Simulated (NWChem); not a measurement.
The numbers come from NWChem runs, not from measurements. System: C, charge 0, spin multiplicity 3. Its SCF solution wasn't tested for a lower state. Level: ROCCSD(T)/def2-TZVPD, 1 core orbitals frozen.

Job file:

```
start mol
memory heap 100 mb stack 700 mb global 1900 mb
geometry units angstroms nocenter noautoz
  C      0.000000     0.000000     0.000000
  symmetry group D2h
end
basis spherical
  * library def2-tzvpd
end
scf
  rohf
  nopen 2
  maxiter 100
  thresh 1e-7
  semidirect memsize 60000000 filesize 0
  # guess.movecs holds the orbitals of an unrestricted PBE0 run
  vectors input guess.movecs output mol.movecs
end
tce
  freeze core 1
  ccsd(t)
  2eorb
  2emet 13
  thresh 1e-6
  maxiter 100
  tilesize 24
end
task tce energy
```

NWChem printed:

```
             Northwest Computational Chemistry Package (NWChem) 7.3.0
             --------------------------------------------------------

                                NWChem Input Module
                                -------------------

 Scaling coordinates for geometry "geometry" by  1.889725989
 (inverse scale =  0.529177249)

                             Geometry "geometry" -> ""
                             -------------------------

 Output coordinates in angstroms (scale by  1.889725989 to convert to a.u.)

  No.       Tag          Charge          X              Y              Z
 ---- ---------------- ---------- -------------- -------------- --------------
    1 C                    6.0000     0.00000000     0.00000000     0.00000000

 Effective nuclear repulsion energy (a.u.)       0.0000000000

            Nuclear Dipole moment (a.u.)
            ----------------------------
        X                 Y               Z
 ---------------- ---------------- ----------------
     0.0000000000     0.0000000000     0.0000000000

      Symmetry information
      --------------------

 Group name             D2h
 Group number             26
 Group order               8
 No. of unique centers     1

      Symmetry unique atoms

     1


 Summary of "ao basis" -> "" (spherical)
 ------------------------------------------------------------------------------
       Tag                 Description            Shells   Functions and Types
 ---------------- ------------------------------  ------  ---------------------
 *                         def2-tzvpd                 on all atoms

 Summary of "ao basis" -> "ao basis" (spherical)
 ------------------------------------------------------------------------------
       Tag                 Description            Shells   Functions and Types
 ---------------- ------------------------------  ------  ---------------------
 C                         def2-tzvpd               13       37   6s3p3d1f

                                 NWChem SCF Module
                                 -----------------

  ao basis        = "ao basis"
  functions       =    37
  atoms           =     1
  closed shells   =     2
  open shells     =     2
  charge          =   0.00
  wavefunction    = ROHF
  use symmetry    = T
  symmetry adapt  = T

 Summary of "ao basis" -> "ao basis" (spherical)
 ------------------------------------------------------------------------------
       Tag                 Description            Shells   Functions and Types
 ---------------- ------------------------------  ------  ---------------------
 C                         def2-tzvpd               13       37   6s3p3d1f

      Symmetry analysis of basis
      --------------------------

        ag         12
        au          1
        b1g         3
        b1u         5
        b2g         3
        b2u         5
        b3g         3
        b3u         5

 Forming initial guess at       0.1s

      Symmetry analysis of molecular orbitals - initial
      -------------------------------------------------

  Numbering of irreducible representations:

     1 ag          2 au          3 b1g         4 b1u         5 b2g
     6 b2u         7 b3g         8 b3u

  Orbital symmetries:

     1 ag          2 ag          3 b3u         4 b2u         5 b1u
     6 ag          7 b1g         8 ag          9 b2g        10 b3g
    11 ag         12 b3u        13 b2u        14 b1u

 Starting SCF solution at       0.1s

 ----------------------------------------------
         Quadratically convergent ROHF

 Convergence threshold     :          1.000E-07
 Maximum no. of iterations :          100
 Final Fock-matrix accuracy:          1.000E-09
 ----------------------------------------------

              iter       energy          gnorm     gmax       time
             ----- ------------------- --------- --------- --------
                 1      -37.6848837298  3.27D-01  2.26D-01      0.1
                 2      -37.6874562103  2.82D-02  1.71D-02      0.1
                 3      -37.6875371315  6.85D-04  3.66D-04      0.1
                 4      -37.6875371781  1.75D-07  1.20D-07      0.2
                 5      -37.6875371781  2.08D-09  1.04D-09      0.2

       Final ROHF results
       ------------------

         Total SCF energy =    -37.687537178084
      One-electron energy =    -50.446978654115
      Two-electron energy =     12.759441476031
 Nuclear repulsion energy =      0.000000000000

        Time for solution =      0.1s

       Symmetry analysis of molecular orbitals - final
       -----------------------------------------------

  Numbering of irreducible representations:

     1 ag          2 au          3 b1g         4 b1u         5 b2g
     6 b2u         7 b3g         8 b3u

  Orbital symmetries:

     1 ag          2 ag          3 b2u         4 b3u         5 b1u
     6 ag          7 ag          8 b3g         9 b2g        10 ag
    11 b1g        12 b3u        13 b2u        14 b1u

             Final eigenvalues
             -----------------

              1
    1  -11.3254
    2   -0.7054
    3   -0.1299
    4   -0.1299
    5    0.0456
    6    0.0887
    7    0.2844
    8    0.2863
    9    0.2863
   10    0.2922
   11    0.2922
   12    0.3572
   13    0.3572
   14    0.3932

                       ROHF Final Molecular Orbital Analysis
                       -------------------------------------

 Vector    2  Occ=2.000000D+00  E=-7.053584D-01  Symmetry=ag
              MO Center=  1.4D-34, -1.8D-35, -2.0D-35, r^2= 8.6D-01
   Bfn.  Coefficient  Atom+Function         Bfn.  Coefficient  Atom+Function
  ----- ------------  ---------------      ----- ------------  ---------------
     4      0.535686  1 C  s                  3      0.406009  1 C  s
     2     -0.242920  1 C  s                  5      0.185156  1 C  s

 Vector    3  Occ=1.000000D+00  E=-1.298802D-01  Symmetry=b2u
              MO Center=  2.7D-17,  2.8D-17,  1.8D-31, r^2= 1.0D+00
   Bfn.  Coefficient  Atom+Function         Bfn.  Coefficient  Atom+Function
  ----- ------------  ---------------      ----- ------------  ---------------
     8      0.470824  1 C  py                11      0.464426  1 C  py
    14      0.249625  1 C  py

 Vector    4  Occ=1.000000D+00  E=-1.298802D-01  Symmetry=b3u
              MO Center=  1.4D-18, -2.3D-33, -1.6D-33, r^2= 1.0D+00
   Bfn.  Coefficient  Atom+Function         Bfn.  Coefficient  Atom+Function
  ----- ------------  ---------------      ----- ------------  ---------------
     7      0.470824  1 C  px                10      0.464426  1 C  px
    13      0.249625  1 C  px

 Vector    5  Occ=0.000000D+00  E= 4.564651D-02  Symmetry=b1u
              MO Center= -1.5D-19,  8.7D-20,  2.1D-17, r^2= 2.0D+00
   Bfn.  Coefficient  Atom+Function         Bfn.  Coefficient  Atom+Function
  ----- ------------  ---------------      ----- ------------  ---------------
    15      0.630251  1 C  pz                 9      0.318434  1 C  pz
    12      0.255681  1 C  pz

 Vector    6  Occ=0.000000D+00  E= 8.873660D-02  Symmetry=ag
              MO Center=  2.1D-16,  2.0D-16, -6.9D-16, r^2= 8.9D+00
   Bfn.  Coefficient  Atom+Function         Bfn.  Coefficient  Atom+Function
  ----- ------------  ---------------      ----- ------------  ---------------
     6      2.605663  1 C  s                  5     -2.340720  1 C  s
     4      0.476696  1 C  s                  3     -0.241526  1 C  s

 Vector    7  Occ=0.000000D+00  E= 2.843505D-01  Symmetry=ag
              MO Center= -7.0D-16, -7.0D-16, -5.3D-16, r^2= 5.7D+00
   Bfn.  Coefficient  Atom+Function         Bfn.  Coefficient  Atom+Function
  ----- ------------  ---------------      ----- ------------  ---------------
    28      1.045101  1 C  d  0               5      0.233075  1 C  s
     6     -0.152642  1 C  s

 center of mass
 --------------
 x =   0.00000000 y =   0.00000000 z =   0.00000000

 moments of inertia (a.u.)
 ------------------
           0.000000000000           0.000000000000           0.000000000000
           0.000000000000           0.000000000000           0.000000000000
           0.000000000000           0.000000000000           0.000000000000

  Mulliken analysis of the total density
  --------------------------------------

    Atom       Charge   Shell Charges
 -----------   ------   -------------------------------------------------------
    1 C    6     6.00   0.86  1.11  0.68  1.03  0.31  0.00  0.78  0.87  0.35  0.00  0.00  0.00  0.00

 Mulliken analysis of the open-shell density
 -------------------------------------------

    Atom       Charge   Shell Charges
 -----------   ------   -------------------------------------------------------
    1 C    6     2.00   0.00  0.00 -0.00 -0.00 -0.00  0.00  0.78  0.87  0.35  0.00 -0.00  0.00  0.00

       Multipole analysis of the density wrt the origin
       ------------------------------------------------

     L   x y z        total         open         nuclear
     -   - - -        -----         ----         -------
     0   0 0 0     -0.000000     -2.000000      6.000000

     1   1 0 0     -0.000000     -0.000000      0.000000
     1   0 1 0     -0.000000     -0.000000      0.000000
     1   0 0 1      0.000000     -0.000000      0.000000

     2   2 0 0     -5.103332     -2.989393      0.000000
     2   1 1 0      0.000000      0.000000      0.000000
     2   1 0 1     -0.000000     -0.000000      0.000000
     2   0 2 0     -5.103332     -2.989393      0.000000
     2   0 1 1     -0.000000     -0.000000      0.000000
     2   0 0 2     -3.568280     -1.494835      0.000000

                   NWChem Extensible Many-Electron Theory Module
                   ---------------------------------------------


            General Information
            -------------------
      Number of processors :     1
         Wavefunction type : Restricted open-shell Hartree-Fock
          No. of electrons :     6
           Alpha electrons :     4
            Beta electrons :     2
           No. of orbitals :    74
            Alpha orbitals :    37
             Beta orbitals :    37
        Alpha frozen cores :     1
         Beta frozen cores :     1
     Alpha frozen virtuals :     0
      Beta frozen virtuals :     0
         Spin multiplicity : triplet
    Number of AO functions :    37
       Number of AO shells :    13
        Use of symmetry is : on
      Symmetry adaption is : on
         Schwarz screening : 0.10D-09

          Correlation Information
          -----------------------
          Calculation type : Coupled-cluster singles & doubles w/ perturbation
   Perturbative correction : (T)
            Max iterations :      100
        Residual threshold : 0.10D-05
     T(0) DIIS level shift : 0.00D+00
     L(0) DIIS level shift : 0.00D+00
     T(1) DIIS level shift : 0.00D+00
     L(1) DIIS level shift : 0.00D+00
     T(R) DIIS level shift : 0.00D+00
     T(I) DIIS level shift : 0.00D+00
   CC-T/L Amplitude update :  5-th order DIIS
                I/O scheme : Global Array Library
        L-threshold :  0.10D-05
        EOM-threshold :  0.10D-05
 no EOMCCSD initial starts read in
 TCE RESTART OPTIONS
 SLICE:      F
 D4D5:       F
 quantumc:   F
 qrotation:  F
 pwtce:      F
 qducc:      F
 nacto:                         0
 nrotv:                         0
 nrot:                          0

            Memory Information
            ------------------
          Available GA space size is     249034062 doubles
          Available MA space size is     104855220 doubles

 Maximum block size supplied by input
 Maximum block size        24 doubles

 tile_dim =     10

 -------------------------------------------------

 Global array virtual files algorithm will be used

 Parallel file system coherency ......... OK

 4-electron integrals stored in orbital form

 v2    file size   =            53860
 4-index algorithm nr.  13 is used
 imaxsize =       30
 imaxsize ichop =        0


CCSD iterations
 ---------------------------------------------------------
 Iter          Residuum       Correlation     Cpu    Wall
 ---------------------------------------------------------
    1   0.0793593782677  -0.0781926064027     0.1     0.1
    2   0.0326027219325  -0.0868877900131     0.1     0.1
    3   0.0165557770925  -0.0894991455167     0.1     0.1
    4   0.0089057067537  -0.0904851997556     0.1     0.1
    5   0.0048659161174  -0.0909973946088     0.1     0.1
    6   0.0005152589915  -0.0915233563622     0.1     0.1
    7   0.0001449331374  -0.0915408483788     0.1     0.1
    8   0.0000601231098  -0.0915402818877     0.1     0.1
    9   0.0000281155943  -0.0915408807305     0.1     0.1
   10   0.0000143127402  -0.0915414994116     0.1     0.1
   11   0.0000050065598  -0.0915417643501     0.1     0.1
   12   0.0000020858739  -0.0915421257467     0.1     0.1
   13   0.0000010673228  -0.0915422543021     0.1     0.1
   14   0.0000005677150  -0.0915423056223     0.1     0.1
 -----------------------------------------------------------------
 Iterations converged
 CCSD correlation energy / hartree =        -0.091542305622337
 CCSD total energy / hartree       =       -37.779079483705978

 Singles contributions

 Doubles contributions
     5b1u (alpha)     5b1u (beta ) ---     2ag  (alpha)     2ag  (beta )       -0.1051506694
 CCSD(T)
 Using plain CCSD(T) code
             total no. of tasks          613
 total no. of tasks / no. procs          613
                         wl_min            1           1.0
                         wl_max         1000           3.2
        thresh for no. of tasks          613

 CCSD[T]  correction energy / hartree =        -0.002335994871913
 CCSD[T] correlation energy / hartree =        -0.093878300494250
 CCSD[T] total energy / hartree       =       -37.781415478577891
 CCSD(T)  correction energy / hartree =        -0.002352243182900
 CCSD(T) correlation energy / hartree =        -0.093894548805238
 CCSD(T) total energy / hartree       =       -37.781431726888876

 Task  times  cpu:        3.3s     wall:        3.3s

 Total times  cpu:        3.3s     wall:        3.3s
```
